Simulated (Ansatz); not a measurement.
## Molecular dynamics of FH₂NSi

Input:

```yaml
crystal:
  periodic: [false, false, false]
  atoms:
    - { symbol: "N", position_ang: [-0.402533, -0.731653, 0.125572] }
    - { symbol: Si, position_ang: [0.495843, 0.6181, -0.018475] }
    - { symbol: F, position_ang: [0.076691, 1.992827, -0.844945] }
    - { symbol: H, position_ang: [-1.246817, -1.280326, -0.061114] }
    - { symbol: H, position_ang: [1.076806, -0.598936, 0.798962] }
basis:
  gaussian: { orbitals: cc-pVDZ }
hamiltonian:
  xc: b3lyp
  dispersion: d4
md:
  timestep: 0.5
  n_steps: 200
  ensemble: nve
  temperature: 100.0
  initial_velocities: maxwell_boltzmann
  seed: 3716
```

Run as:

```bash
$ ansatz run input.yaml --threads 1 --pin off --max-ram 2048MiB --backend cpu --events-out ev --progress --plain --runs-dir out
```

It starts at the highest image of a converged band. Of that band: Neighbouring images differ by up to 1.7 eV, so the band resolves the path poorly. A vibrational analysis at the climbing image gives 2 clearly imaginary modes (1357i, 247i cm⁻¹): a point of higher order, so a lower path passes nearby.

Output, in part (step lines, the closing report, with atoms numbered from 0):

```
md step     0: t =     0.00 fs  T =   100.0 K  F+E_penalty+E_count = -12115.99357665 eV  E_kin = 0.038778 eV  conserved = -12115.95479865 eV  (25 SCF iters)
md step     1: t =     0.50 fs  T =   100.1 K  F+E_penalty+E_count = -12115.99361657 eV  E_kin = 0.038820 eV  conserved = -12115.95479672 eV  (23 SCF iters)
md step     2: t =     1.00 fs  T =   100.5 K  F+E_penalty+E_count = -12115.99375823 eV  E_kin = 0.038969 eV  conserved = -12115.95478899 eV  (23 SCF iters)
md step     3: t =     1.50 fs  T =   101.5 K  F+E_penalty+E_count = -12115.99412904 eV  E_kin = 0.039353 eV  conserved = -12115.95477565 eV  (23 SCF iters)
md step     4: t =     2.00 fs  T =   103.6 K  F+E_penalty+E_count = -12115.99494425 eV  E_kin = 0.040186 eV  conserved = -12115.95475778 eV  (23 SCF iters)
md step     5: t =     2.50 fs  T =   107.7 K  F+E_penalty+E_count = -12115.99649240 eV  E_kin = 0.041756 eV  conserved = -12115.95473643 eV  (23 SCF iters)
md step     6: t =     3.00 fs  T =   114.5 K  F+E_penalty+E_count = -12115.99911750 eV  E_kin = 0.044404 eV  conserved = -12115.95471300 eV  (23 SCF iters)
md step     7: t =     3.50 fs  T =   125.1 K  F+E_penalty+E_count = -12116.00319838 eV  E_kin = 0.048510 eV  conserved = -12115.95468875 eV  (25 SCF iters)
[... lines left out ...]
Total energy: -12116.42163485 eV, -445.2702822753 hartree
Atom 0 at    -0.397413    -0.849618     0.213168 Å, force    -0.975783     2.443526    -1.860818 eV/Å
Atom 1 at     0.437301     0.594267    -0.038604 Å, force    -4.982473    -0.406820    -2.095759 eV/Å
Atom 2 at     0.147444     2.064939    -0.860949 Å, force     0.725692    -1.611377     1.048365 eV/Å
Atom 3 at    -1.318285    -0.936872    -0.286142 Å, force     0.422392    -0.352980     0.563535 eV/Å
Atom 4 at     1.374704     0.001743     0.669261 Å, force     4.810171    -0.072349     2.344678 eV/Å
Dipole moment:     0.117116     0.201584    -0.064930 e Å
```

The steps, from the saved trajectory:

```csv
time (fs),T (K),potential energy less start (eV),conserved less start (meV/atom)
0.0,100,0.000,0.00
3.0,115,-0.006,0.02
6.0,270,-0.066,0.05
9.0,802,-0.272,0.08
12.0,2013,-0.742,0.03
15.0,3710,-1.401,-0.22
18.0,4675,-1.776,-0.37
21.0,4173,-1.581,-0.28
24.0,2806,-1.050,-0.16
27.0,1340,-0.481,-0.09
30.0,443,-0.132,0.19
33.0,1669,-0.609,-0.11
36.0,3303,-1.244,-0.43
39.0,3443,-1.297,-0.17
42.0,3434,-1.294,-0.12
45.0,3587,-1.354,-0.34
48.0,2510,-0.936,-0.23
51.0,1076,-0.378,0.09
54.0,747,-0.251,-0.09
57.0,596,-0.192,0.08
60.0,1467,-0.530,0.01
63.0,2883,-1.080,-0.12
66.0,4047,-1.532,-0.33
69.0,3759,-1.420,-0.34
72.0,2236,-0.828,-0.03
75.0,1444,-0.521,0.00
78.0,1504,-0.546,-0.32
81.0,1761,-0.642,0.49
84.0,4422,-1.681,-1.06
87.0,3648,-1.377,-0.20
90.0,2324,-0.863,0.02
93.0,2255,-0.836,-0.09
96.0,2457,-0.919,-0.88
99.0,673,-0.218,0.82
```

All steps were run. The conserved energy stayed within 1.1 meV per atom of its start (net change 0.082 meV per atom), so the integration is sound. The kinetic energy rose, since the run started high on the potential surface and went downhill. A run of 0.1 ps of so small a system gives no equilibrium averages. The orbitals stay closed-shell, which can raise the energy where a bond breaks towards radicals; this wasn't checked here.

Between its relaxed ends the band would form N1–H5 and break Si2–H5. These pairs go: N1–H5 1.63 → 2.02 Å, Si2–H5 1.58 → 1.32 Å. In the last frame they stand as before the step (other bonds may differ from the relaxed reactants and products). It ends as one piece, FH2NSi. Pairs count as bonded within 1.25 times the sum of covalent radii (0.12 Å more for H–H).

Last frame:

```xyz
5
Properties=species:S:1:pos:R:3
N -0.397 -0.850 0.213
Si 0.437 0.594 -0.039
F 0.147 2.065 -0.861
H -1.318 -0.937 -0.286
H 1.375 0.002 0.669
```

Time of the run: 3.4 min on 1 thread of Arm Neoverse V2, on a shared host, peak memory 0.097 GiB.
